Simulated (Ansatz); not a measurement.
B3H2 (the lowest doublet isomer of a short search). Charge 0, multiplicity 2. Geometry r2SCAN-D4/def2-TZVP, basis def2-TZVP, Ansatz.

```xyz
5

B     1.095    0.681   -0.062
B     0.417   -0.538   -0.701
B    -0.241    0.646    0.691
H    -1.242    0.697    1.318
H    -0.028   -1.486   -1.247
```

```
run  HOMO (eV)  LUMO (eV)
  A      -7.28      -4.51
  B      -6.34      -5.64
  C      -9.78      -1.97
  D      -6.17      -5.53
  E      -6.88      -4.90
  F      -8.06      -3.38
```

LC-ωPBE has ω = 0.4 bohr⁻¹. HSE06 is defined as in plane-wave codes, on full-range PBE exchange. The structure comes from a short search, and lower isomers may exist.

HOMO and LUMO are taken over both spins.

Question: The runs used BHLYP, BLYP, HSE06, LC-ωPBE, PBE, PBE0. Estimate which is which.

Answer: A PBE0 (25 % exact exchange); B PBE (0 % exact exchange); C LC-ωPBE (range-separated); D BLYP (0 % exact exchange); E HSE06 (range-separated); F BHLYP (50 % exact exchange). Exact exchange lowers occupied and raises empty levels; among semilocal functionals meta-GGAs tend to open the gap a little, and such runs are hard to tell apart. The gap grows from 0.64 eV (BLYP) to 7.82 eV (LC-ωPBE).
